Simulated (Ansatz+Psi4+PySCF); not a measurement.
Values are calculated unless marked as measured or tabulated.
Input for Ansatz (development build ahead of 0.2.0):

```yaml
crystal:
  periodic: [false, false, false]
  atoms:
    - { symbol: "N", position_ang: [0.11649, 0.0, 0.0] }
    - { symbol: H, position_ang: [-0.27563, 0.94897, 0.0] }
    - { symbol: H, position_ang: [-0.27181, -0.46986, 0.81383] }
    - { symbol: H, position_ang: [-0.27181, -0.46986, -0.81383] }
basis:
  gaussian: { orbitals: cc-pVTZ }
total_charge: 1
magnetization:
  initial_magnetization: 1
hamiltonian:
  xc: hf
correlation:
  method: mp2
  frozen_orbitals: { H: 0, "N": 1 }
```

The input is written out in the form of the current development build from the run's settings. Correlation on restricted open-shell orbitals is semicanonical, with singles.

Output:

```
Converged                                                          : yes
Reference energy                                                   : -55.86997 hartree
Correlation energy                                                 : -0.18429 hartree
Total energy                                                       : -56.05425 hartree
Spin squared of the determinant                                    : 0.750
Stability test                                                     : minimum among restricted orbitals
Occupied orbitals by symmetry in an Abelian subgroup (alpha; beta) : 4 A' 1 A''; 3 A' 1 A''
```
